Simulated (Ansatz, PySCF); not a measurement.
For rock-salt KCl, PBE in Ansatz (plane waves, PAW) gives:

```
Property              Result
------------------  --------
lattice constant a   6.382 Å
bulk modulus        16.3 GPa
```

Task: What does MP2 in PySCF (GTH pseudopotentials, Gaussian basis) give for the same quantities?

Result: 
- lattice constant a: 6.171 Å (falls by 3.3 %)
- bulk modulus: 21.4 GPa (rises by 31 %)

For comparison: lattice constant a 6.248 Å (measured, low temperature, not corrected to a static lattice; as tabulated in Doll and Stoll (1997), arXiv:cond-mat/9707218); bulk modulus 19.7 GPa (measured, 4 K, not corrected to a static lattice; as tabulated in Doll and Stoll (1997), arXiv:cond-mat/9707218).

Changes are worked out from the printed values.

Unless a cell is named, each level is at its own relaxed cell (PBE 32.49, MP2 29.38 Å³/atom).

Ansatz's density-functional and Hartree–Fock values are scalar-relativistic unless marked +SOC, with PAW data made under PBE.

Ansatz is a first-principles code.
